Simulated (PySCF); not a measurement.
## input.py for AlF

File input.py (PySCF 2.14):

```python
from pyscf import gto, dft
from pyscf.prop.polarizability import uhf as pol

mol = gto.M(
    atom='Al 0 0 0; F 0 0 1.629',
    basis='def2-svp',
    charge=0,
    spin=0,
    verbose=3,
)
mf = dft.UKS(mol, xc='r2scan')
mf.kernel()
print('polarizability (a.u.)')
print(pol.Polarizability(mf).polarizability().round(4))
mf.dip_moment()
print('orbital energies (hartree):', [e[max(0, n-3):n+3].round(4) for e, n in zip(mf.mo_energy, mol.nelec)])
```

```bash
$ OMP_NUM_THREADS=1 python input.py
```

The log:

```
converged SCF energy = -342.094407170352  <S^2> = 1.2286883e-10  2S+1 = 1
polarizability (a.u.)
[[38.174   0.      0.    ]
 [ 0.     38.174   0.    ]
 [ 0.      0.     30.7215]]
Dipole moment(X, Y, Z, Debye): -0.00000,  0.00000, -0.76524
orbital energies (hartree): [array([-0.3653, -0.3653, -0.2288, -0.0629, -0.0629,  0.0335]), array([-0.3653, -0.3653, -0.2288, -0.0629, -0.0629,  0.0335])]
```

In short: E(SCF) = -342.094407 Eh, μz(SCF) = -0.77 D, α(xx, yy, zz) = 38.2, 38.2, 30.7 bohr³.

Hardware: Arm Neoverse V2, 1 thread, shared host. Wall time 6.4 s.

The bond length is a typed value, not an optimised one. No search for the lowest solution was made.
